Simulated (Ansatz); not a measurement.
**CH₆OSi: Born-Oppenheimer dynamics**

The task is to watch the atoms for 60 steps of 0.75 fs, started with velocities for 200 K and run at constant energy, and see to which side of the barrier the system falls.

The runs use Ansatz 0.2.0, Gaussian basis; PBE-D4/def2-SVP.

## (1) Starting geometry

The start, a first-order saddle point found at PBE0-D4 in triple zeta: 9 atoms, charge 0, spin multiplicity 1.

Atoms are counted from 1 here; the program's logs count them from 0.

Bond lengths: Si1–O2 1.860 Å, Si1–H5 1.518 Å, Si1–H6 1.711 Å, O2–C3 1.415 Å, C3–H7 1.091 Å, C3–H8 1.094 Å, C3–H9 1.097 Å. Angles: O2–Si1–H5 90.9°, O2–Si1–H6 75.7°, H5–Si1–H6 87.4°, Si1–O2–C3 115.4°, O2–C3–H7 108.5°, O2–C3–H8 110.0°, O2–C3–H9 111.7°, H7–C3–H8 109.5°, H7–C3–H9 108.9°, H8–C3–H9 108.2°.

Geometry (Å):

```xyz
9
CH6OSi
Si   -0.6888   -0.7553    1.2762
O    -0.0715   -0.4218   -0.4467
C     1.0903    0.3823   -0.5298
H    -1.1116    0.2572   -0.0744
H    -1.7171   -1.7374    0.7438
H    -1.7026    0.4970    0.6990
H     1.3293    0.5389   -1.5829
H     1.9285   -0.1186   -0.0360
H     0.9435    1.3576   -0.0493
```

## (2) The run

The input, md/in.yaml:

```yaml
crystal:
  periodic: [false, false, false]
  atoms:
    - {symbol: Si, position_ang: [-0.688777, -0.755270, 1.276214]}
    - {symbol: O, position_ang: [-0.071481, -0.421826, -0.446732]}
    - {symbol: C, position_ang: [1.090280, 0.382305, -0.529786]}
    - {symbol: H, position_ang: [-1.111591, 0.257191, -0.074423]}
    - {symbol: H, position_ang: [-1.717103, -1.737362, 0.743847]}
    - {symbol: H, position_ang: [-1.702575, 0.497014, 0.698996]}
    - {symbol: H, position_ang: [1.329346, 0.538908, -1.582895]}
    - {symbol: H, position_ang: [1.928537, -0.118577, -0.035953]}
    - {symbol: H, position_ang: [0.943462, 1.357617, -0.049269]}
basis:
  gaussian: {orbitals: def2-SVP}
hamiltonian: {xc: pbe, dispersion: d4}
md: {n_steps: 60, timestep: 0.75, temperature: 200, ensemble: nve, seed: 636, initial_velocities: maxwell_boltzmann}
```

Command:

```sh
ansatz run in.yaml --threads 2 --pin off --events-out ev --progress --plain --max-ram 4352MiB
```

Before running it: what results should come out? Wanted: temperature at the start; mean temperature, second half; lowest and highest potential energy, from the first frame; largest change of potential + kinetic; bonds lost by distance; bonds made by distance.

**Answer**, as computed:

```
                                                 quantity              value
                                                   length  60 steps, 45.0 fs
                                 temperature at the start              200 K
                            mean temperature, second half              919 K
lowest and highest potential energy, from the first frame   -809 and 107 meV
                    largest change of potential + kinetic            1.3 meV
                                   bonds lost by distance             Si1–H6
                                   bonds made by distance              H4–H6
```

The system runs downhill by 0.81 eV, and that energy turns into motion. With no thermostat the total energy should stay fixed; it holds within 1.3 meV, small beside the kinetic energy, so the time step serves. The temperature runs between 83 and 1094 K.
